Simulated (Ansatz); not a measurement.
Reaction: SiO (SMILES [O+]#[Si-]) → SiO+ (parent SMILES [O+]#[Si-], doublet) + e-
Each species at its own B3LYP-D3(BJ)/def2-TZVP minimum (Ansatz, a program for electronic structure).

Property: adiabatic ionisation energy (electronic), in eV. Open shells are spin-unrestricted; no spin-orbit coupling. CBS(X,Y): correlation extrapolated as X^-3, Hartree-Fock from the larger set (Q,5: extrapolated as (X+1)exp(-9√X)). A bracket is a step between two methods taken in the basis named. Functionals run without relativity, which enters their misses. Double hybrids freeze cores in their MP2 part. '+ core + X2C': CCSD(T) terms for core correlation (cc-pwCVTZ, 1s frozen past Ne) and scalar relativity (cc-pVTZ-DK). The T1 diagnostic of OSi ([O+]#[Si-], singlet) reaches 0.030 in the sets run. The UHF reference of OSi+ (parent SMILES [O+]#[Si-], doublet) is spin-contaminated (<S^2> up to 0.05 over the pure value in the sets run). The determinant of OSi+ (parent SMILES [O+]#[Si-], doublet) is a saddle point of the SCF energy; a lower one exists, which strains HF and MP2.

CCSD(T)/CBS(cc-pV(Q+d)Z,cc-pV(5+d)Z) + [CCSDT(Q) - CCSD(T)]/cc-pV(Q+d)Z + [CCSDTQ - CCSDT(Q)]/cc-pV(D+d)Z + core + X2C (Ansatz) gives 11.58 eV.

Task: How far off this value is PBE/def2-TZVPD (Ansatz), in which direction, and how far these levels: r2SCAN/def2-TZVPD, B3LYP/def2-TZVPD, wB97M-V/def2-TZVPD, B2PLYP/def2-TZVPD, CCSD(T)/CBS(cc-pV(Q+d)Z,cc-pV(5+d)Z) + core + X2C?

Result: PBE gives 11.30 eV, 0.28 eV below it. Differences of the others: r2SCAN/def2-TZVPD (Ansatz) -0.24; B3LYP/def2-TZVPD (Ansatz) -0.10; wB97M-V/def2-TZVPD (Ansatz) -0.06; B2PLYP/def2-TZVPD (Ansatz) 0.27; CCSD(T)/CBS(cc-pV(Q+d)Z,cc-pV(5+d)Z) + core + X2C (Ansatz) 0.07 eV.
